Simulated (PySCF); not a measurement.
B3LYP has the VWN-RPA correlation part, as in Gaussian. 

CHO, SMILES `[CH]=O` (charge 0, multiplicity 2)

Computed with B3LYP-D3(BJ)/def2-TZVP (PySCF).

- highest occupied spin orbital: -6.17 eV
- dipole moment: 1.62 D
- total energy: -113.9053 Ha
- cost: about 13 core-seconds (a rough figure)

```xyz
3

C     -0.0249     0.3563     0.0000
O      1.0282    -0.1576     0.0000
H     -1.0033    -0.1987     0.0000
```
Charge 0, spin multiplicity 2.
